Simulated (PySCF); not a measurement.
# H$_{2}$O, SMILES `O` (charge 0, multiplicity 1)

Level of theory: PySCF with TPSSh-D3(BJ)/def2-TZVP // TPSS-D3(BJ)/def2-SVP.

| Quantity | Value |
|---|---|
| HOMO | -7.84 eV |
| dipole moment | 2.09 D |
| LUMO | 0.45 eV |
| HOMO–LUMO gap | 8.29 eV |
| total energy | -76.4559 Ha |
| cost | about 12 core-seconds (a rough figure) |

```xyz
3

O      0.0087     0.4070     0.0000
H     -0.7631    -0.1874     0.0000
H      0.7541    -0.2202     0.0000
```
